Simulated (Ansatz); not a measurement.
Reaction (SMILES): [O]O (O-OH) → O[O-] (an electron is taken up)
B3LYP-D3(BJ)/def2-TZVP geometries, fixed; electronic energies without zero-point terms; positive where energy is released.

Effect of a fitting basis named in the input at HF/def2-TZVPP with Ansatz (an electronic-structure program), against the last row, where the adiabatic electron affinity is -0.79 eV (the electron is unbound at this level). Open shells are unrestricted. The default fits or decomposes integrals by the program's own choice; accuracy: high also tightens integrals, grids and stops.

| setting | largest shift of a total energy (mEh) | shift of the adiabatic electron affinity (eV) |
|---|---|---|
| fitting: def2-SV(P)-JKFIT | 0.052 | 0.000 |
| fitting: def2-universal-JKFIT | 0.052 | 0.000 |
| fitting: cc-pVTZ-JKFIT | 0.046 | 0.000 |
| fitting: cc-pVQZ-JKFIT | 0.003 | 0.000 |
| fitting: cc-pV5Z-JKFIT | -0.007 | 0.000 |
| accuracy: high | -0.009 | 0.000 |
| accuracy: medium (default) | 0.000 | 0.000 |

Within 0.002 eV in the adiabatic electron affinity: fitting: def2-SV(P)-JKFIT; fitting: def2-universal-JKFIT; fitting: cc-pVTZ-JKFIT; fitting: cc-pVQZ-JKFIT; fitting: cc-pV5Z-JKFIT; accuracy: high. The largest shift is 0.052 mEh in a total energy and 0.000 eV in the difference.
